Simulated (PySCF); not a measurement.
Simulated outer-valence photoelectron spectrum of `c1[cH+]c1OC`. Theory: EOM-IP-CCSD/aug-cc-pVDZ in PySCF, restricted Hartree–Fock reference, frozen core, non-relativistic, gas phase, PBE0-D3(BJ)/def2-SVP geometry.

Each root has a Gaussian of 0.6 eV full width with its one-hole share as area; cross sections and vibrations are left out, and the highest printed point is 100.

(ionisation energy (eV), intensity): (16.4, 1), (16.5, 2), (16.6, 5), (16.7, 11), (16.8, 22), (16.9, 39), (17.0, 59), (17.1, 78), (17.2, 92), (17.3, 98), (17.4, 100), (17.5, 100), (17.6, 98), (17.7, 92), (17.8, 80), (17.9, 61), (18.0, 41), (18.1, 24), (18.2, 12), (18.3, 5), (18.4, 2), (18.5, 1), (18.6, 1), (18.7, 3), (18.8, 7), (18.9, 16), (19.0, 30), (19.1, 48), (19.2, 67), (19.3, 80), (19.4, 83), (19.5, 79), (19.6, 72), (19.7, 69), (19.8, 73), (19.9, 80), (20.0, 83), (20.1, 78), (20.2, 63), (20.3, 44), (20.4, 27), (20.5, 14), (20.6, 6), (20.7, 2), (20.8, 1), (20.9, 0)

Task: Where are the maxima, and how many lines lie under the curve?

Result: 3 maxima, at 17.5, 19.4 and 20.0 eV, from 4 lines. At this width some lines have no maximum of their own.

Task: List the lines with their holes.

Result: 
```json
{"E (eV)": "17.21", "leading hole (HF orbital)": "HOMO", "area": "0.96", "Koopmans (eV)": "17.94"}
{"E (eV)": "17.70", "leading hole (HF orbital)": "HOMO-1", "area": "0.96", "Koopmans (eV)": "18.97"}
{"E (eV)": "19.36", "leading hole (HF orbital)": "HOMO-2", "area": "0.96", "Koopmans (eV)": "20.28"}
{"E (eV)": "20.02", "leading hole (HF orbital)": "HOMO-3", "area": "0.96", "Koopmans (eV)": "20.46"}
```

The widest gap, 1.66 eV, lies between 17.70 and 19.36 eV. Only orbitals with −ε under 21 eV, eight at most, were ionised, so the high end of the curve may lack lines.

Conformer computed: `[CH3:1][O:2][c:3]1[cH:4][cH+:5]1`: C1–O2–C3–C4 -1°.

One conformer stands for the species.
